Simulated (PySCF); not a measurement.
Electronic absorption of [PO2]+

PO2 (charge +1).
SMILES: `O=[P+]=O`

Level of theory: TDDFT CAM-B3LYP/def2-SVPD, vertical, gas phase, core orbitals frozen in the response in PySCF 2.14.0, density-fitted response routines. Isolated species at its GFN2-xTB geometry, gas phase.

```tsv
state	E (eV)	λ (nm)	ν̃ (cm⁻¹)	f	symmetry	main configurations (H = HOMO, L = LUMO)
S1	4.90	253.1	39520	0.0000	–	H-1/H→L (100%)
S2	4.90	253.1	39520	0.0000	–	H-1/H→L (100%)
S3	7.20	172.2	58080	0.024	Σu+	H-2→L (78%), H-1/H→L+1/L+2 (21%)
S4	7.32	169.4	59030	0.056	Πu	H-3→L (98%)
S5	7.32	169.4	59030	0.056	Πu	H-4→L (98%)
S6	7.58	163.5	61170	0.0000	–	H-1/H→L+1/L+2 (100%)
S7	7.85	157.9	63330	0.0000	–	H-1/H→L+1/L+2 (100%)
S8	7.85	157.9	63330	0.0000	–	H-1/H→L+1/L+2 (100%)
```

Triplets (Tamm–Dancoff): T1 4.37 eV, H-1/H→L (99%); T2 4.37 eV, H-1/H→L (99%); T3 6.01 eV, H-2→L (87%).

The lowest singlet level (S1/S2) comes at 253 nm (473 kJ/mol) in the ultraviolet; it is dark (f under 0.0005). The most intense listed level is S4/S5 at 7.32 eV (169 nm, f = 0.111 summed), 2.42 eV above S1. S1/S2, S4/S5 and S7/S8 lie within about 0.01 eV of each other in each set; the point group D∞h has degenerate representations, and within a degenerate level the listed configurations can mix freely. Löwdin shares by element: HOMO (one of a set within 0.03 eV) oxygen 82%, phosphorus 18%; LUMO phosphorus 52%, oxygen 48%. The listed states span 2.95 eV, and the widest gap between neighbours is 2.30 eV (S2 to S3). Of the 8 states listed, 3 reach f = 0.01 and 5 stay under 0.0005. Orbital energies (eV): HOMO-3 -23.08, HOMO-2 -22.84, HOMO-1 -21.07, HOMO -21.07, LUMO -11.22, LUMO+1 -8.35, LUMO+2 -8.35. Symmetry labels in D∞h follow from the direction of the transition dipole and are given only for states with f of 0.002 or more. Orbitals of the list HOMO-3 to LUMO+2 that lie within 0.01 eV of each other are written together with a slash and their weights summed (≥ marks a lower bound); for degenerate orbitals outside that list single weights are arbitrary. The window holds the lowest 8 singlets.
